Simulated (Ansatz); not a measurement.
Geometry optimisation, Ansatz, RKS PBE/cc-pVDZ.

The input (input.yaml):

```yaml
crystal:
  periodic: [false, false, false]
  atoms:
    - { symbol: Si, position_ang: [-0.623258, 0.301074, -0.60964] }
    - { symbol: H, position_ang: [0.301392, 0.872576, 1.831299] }
    - { symbol: Si, position_ang: [1.688898, -0.243315, -0.433765] }
    - { symbol: H, position_ang: [1.880627, -1.634538, 0.130305] }
    - { symbol: H, position_ang: [2.290474, -0.219213, -1.821148] }
    - { symbol: H, position_ang: [2.476243, 0.722908, 0.42217] }
    - { symbol: H, position_ang: [-0.814282, 1.793156, -0.49706] }
    - { symbol: H, position_ang: [-1.023532, -0.131167, -2.00383] }
    - { symbol: "N", position_ang: [-1.824625, -0.457911, 0.500228] }
    - { symbol: H, position_ang: [-1.690843, -1.449291, 0.728169] }
    - { symbol: H, position_ang: [-2.070455, 0.041514, 1.362552] }
    - { symbol: H, position_ang: [-0.247539, 0.404206, 1.888321] }
basis:
  gaussian: { orbitals: cc-pVDZ }
hamiltonian:
  xc: pbe
relax:
  f_tol: 0.03
  max_steps: 50
```

Command:

```bash
$ ansatz run input.yaml --threads 2 --pin off --max-ram 3072MiB --backend cpu --events-out ev --progress --plain --runs-dir out
```

Question: Where does it end, and by what steps?

Answer: The forces met the threshold. The force dipped under the threshold on the way, but the program's further checks kept it going. After 25 steps the energy has fallen by 0.339 eV; H2 moved furthest, 1.72 Å.

```
step  energy less start (eV)  largest force component (eV/Å)  accepted
   0                  0.0000                           1.527       yes
   1                 -0.1567                           0.210       yes
   2                 -0.2203                           0.186       yes
   3                 -0.2581                           0.087       yes
   4                 -0.2790                           0.056       yes
   5                 -0.2904                           0.151       yes
   6                 -0.2979                           0.214       yes
   7                 -0.3050                           0.212       yes
   8                 -0.3095                           0.301       yes
   9                 -0.3135                           0.408       yes
  10                 -0.3269                           0.116       yes
  11                 -0.3292                           0.023       yes
  12                 -0.3305                           0.098       yes
  13                 -0.3316                           0.080       yes
  14                 -0.3331                           0.085       yes
  15                 -0.3323                           0.137        no
  16                 -0.3341                           0.035       yes
  17                 -0.3350                           0.041       yes
  18                 -0.3356                           0.142       yes
  19                 -0.3363                           0.084       yes
  20                 -0.3373                           0.010       yes
  21                 -0.3379                           0.047       yes
  22                 -0.3382                           0.082       yes
  23                 -0.3384                           0.039       yes
  24                 -0.3386                           0.004       yes
  25                 -0.3386                           0.014       yes
```

```xyz
12
Properties=species:S:1:pos:R:3
Si -0.717 0.109 -0.992
H 0.401 -0.145 3.211
Si 1.618 -0.078 -0.595
H 1.947 -1.364 0.129
H 2.383 -0.068 -1.901
H 2.123 1.070 0.251
H -0.975 1.409 -1.718
H -1.141 -1.043 -1.875
N -1.810 0.095 0.411
H -1.799 -0.769 0.967
H -1.697 0.884 1.060
H 0.011 -0.101 2.550
```

Run time: 49 s on 2 threads of Intel(R) Xeon(R) Platinum 8175M CPU @ 2.50GHz (Skylake/Cascade Lake), with other jobs on the host, peak memory 0.15 GiB.
